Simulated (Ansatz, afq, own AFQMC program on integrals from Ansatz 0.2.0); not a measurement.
## Where AFQMC and coupled cluster stand for CHB⁺, doublet

```xyz
3

B     0.0000    0.0000    0.0957
C     0.0000    0.0000   -1.3685
H     0.0000    0.0000    1.2728
```

Connectivity, by distances: BH–C.

Basis 6-31G. Noble-gas cores (and the filled d shells of Ga–Kr and In–Xe) are frozen. Ansatz 0.2.0 and our own AFQMC program on the same integrals; the CISD trial comes from CCSD amplitudes, and released means the phaseless constraint is let go. Uncertainties: one standard error, sampling alone.

Determinant: ROHF, the one that the program's search chose, which needn't be the lowest solution. The geometry is a PBE0/def2-TZVP stationary point of this or a neighbouring charge and spin state.

Full CI is exact in this basis; its frozen core comes from its own orbitals, which moves totals by up to a few meV.

Cautions: a spin-contaminated unrestricted determinant lies lower (UHF 862 meV lower, ⟨S²⟩ 1.60); full CI with its own frozen core; a state of higher spin lies lower (by 1.68 eV).

```
T1 diagnostic                               : 0.0178
weight of the determinant in the CISD state : 0.900
size of the correlated space                : 7 electrons in 18 orbitals
```

| level | correlation energy (eV) |
| --- | --- |
| MP2 | -2.0074 |
| CCSD | -2.8806 |
| CCSD(T) | -2.9513 |

(1) Estimate where phaseless AFQMC with a CISD trial lies against CCSD(T) on the same integrals.

(1) 3.4 ± 0.6 kJ/mol below CCSD(T).

Reference: full CI, correlation energy -2.989 eV. The released energy is read at 1.62 1/Eh, later times being too noisy (meV from the phaseless value at times in 1/Eh: 8 ± 8 at 0.24, 4 ± 8 at 0.51, -18 ± 8 at 0.99, -21 ± 10 at 1.62, -29 ± 16 at 2.40). CCSDTQ lies 0.1 meV above full CI, in part by the other frozen core, which shifts every row alike, so rows that close can't be ranked against it.

| level | E − E(reference) (kJ/mol) | share of correlation (%) |
| --- | --- | --- |
| CCSD(T) | 3.6 | 98.75 |
| CCSDT | 0.5 | 99.84 |
| CCSDT(Q) | 0.1 | 99.96 |
| CCSDTQ | 0.0 | 100.00 |
| ph-AFQMC/CISD | 0.2 ± 0.6 | 99.94 |
| released AFQMC | -1.8 ± 1.0 | 100.62 |

CCSDT and higher add their correlation energy to the determinant of the CCSD(T) run, since their own runs factorise the integrals more tightly (a shift of under 2 meV). A walk keeps the symmetry of its determinant, which the program's search chose and which needn't be the lowest solution, so a lower state of the same spin and another symmetry isn't excluded. Released energies are given only where the last usable release times agree within the noise; a slower fall can still hide under it.
